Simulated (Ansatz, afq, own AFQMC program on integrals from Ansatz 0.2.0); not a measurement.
AFQMC on a folder of integrals that Ansatz 0.2.0 wrote.

```yaml
crystal:
  periodic: [false, false, false]
  atoms:
    - {symbol: Sn, position_ang: [0.000000, 0.000000, 0.000000]}
basis:
  gaussian: {orbitals: def2-TZVP}
magnetization: {spin_polarized: true, initial_magnetization: 2}
correlation: {method: ccsd_t, electrons: outside_noble_gas, hamiltonian_folder: ham}
```

```sh
$ ansatz run in.yaml --threads 1 --pin off --events-out ev --progress --plain --max-ram 24576MiB --backend cuda --devices 0, --max-vram 18GiB
```

afq runs on the folder ham with

```
--method phaseless --trial hf --walkers 4000 --populations 20 --least-time 40 --time-step 0.005 --steps-per-block 20 --equilibration-blocks 112 --max-blocks 4000 --target-error 0.00036 --factor-cut 1e-05 --start spin_pure --seed 963 --taylor-order 6
```

Times are imaginary, in 1/Eh. The walk had a cap of 50 s. With eight or more populations the least sampling time is a fifth of least-time, and the error comes from their spread. Filled inner d shells are frozen with the cores. Core potentials past Kr, no spin–orbit coupling.

Output of the walk:

```
orbitals 41  electrons 3 1  factors 303 of 315
reference energy -213.33991659 Eh
CCSD correlation -0.05596279 Eh in 9 cycles, weight of the determinant in the CISD state 0.9457
energy of the start -213.339984 Eh
 block  time / (1/Eh)  mean weight  energy / Eh
     1     0.100  1.0001  -213.346914
     2     0.200  1.0002  -213.352606
     3     0.300  1.0002  -213.357511
     4     0.400  1.0003  -213.361541
     5     0.500  1.0002  -213.365420
     8     0.800  1.0001  -213.373899
    13     1.300  1.0001  -213.382810
    31     3.100  1.0000  -213.393500
    49     4.900  1.0001  -213.395872
    67     6.700  1.0001  -213.400323
    85     8.500  1.0000  -213.397357
   103    10.300  1.0001  -213.397159
   121    12.100  1.0000  -213.397944
   139    13.900  1.0000  -213.395312
   157    15.700  1.0001  -213.394691
   175    17.500  1.0001  -213.395669
   193    19.300  1.0001  -213.395501
   211    21.100  1.0000  -213.395933
   229    22.900  1.0000  -213.395910
   247    24.700  0.9999  -213.395386
   265    26.500  0.9999  -213.395109
   271    27.100  0.9999  -213.395027
error from the spread of 20 populations
energy -213.395675 +/- 0.000350 Eh
(rows thinned)
```

The run passed its tests (sampling time, drift between the halves within three errors, error under three times the target), which doesn't prove that it has relaxed.

Against this walk (error 9.5 meV) on the same determinant: CCSD(T) 47.4 meV lower, CCSDT(Q) 60.3 meV lower, full CI 60.5 meV lower, a separate phaseless walk with a CISD trial and standard settings 56.7 ± 9.6 meV lower. The error is statistical and leaves out the bias of the constraint. Full CI is exact here, so the walk's 61 meV above it is the walk's own error: the bias of the constraint with this trial.

Cautions: constraint bias not in the error; no spin-orbit coupling; inner d shell frozen.

The walk took 23 s on 1 × NVIDIA H100 80GB HBM3 with 1 thread of AMD EPYC 7R13 Processor (Zen 3) (shared host) (the card was shared). The log's last line is the phaseless energy.

CCSDT and higher add their correlation energy to the determinant of the CCSD(T) run, since their own runs factorise the integrals more tightly (a shift of under 2 meV). A walk keeps the symmetry of its determinant, which the program's search chose and which needn't be the lowest solution, so a lower state of the same spin and another symmetry isn't excluded.
